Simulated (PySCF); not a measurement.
Stepwise substitution at one centre (Al H-F). Isolated molecules, 0 K electronic values unless said otherwise. Strings in code marks are SMILES.

The LUMO from two functionals at the same geometries (CAM-B3LYP-D3(BJ)/def2-TZVP), both in PySCF: PBE-D3(BJ)/def2-TZVP and TPSSh-D3(BJ)/def2-TZVP. 

```tsv
species	PBE-D3(BJ)/def2-TZVP (eV)	TPSSh-D3(BJ)/def2-TZVP (eV)
0 of 3 H replaced by F (`[AlH3]`)	-2.52	-2.00
1 of 3 H replaced by F (`[AlH2][F]`)	-2.13	-1.62
2 of 3 H replaced by F	-1.64	-1.12
3 of 3 H replaced by F	-2.38	-1.75
```

Over these rows, drawn at random from the members with no instability flagged (it was tested for open shells, ions and some series alone), PBE minus TPSSh-D3(BJ): mean -0.54 eV, from -0.62 eV to -0.51 eV.
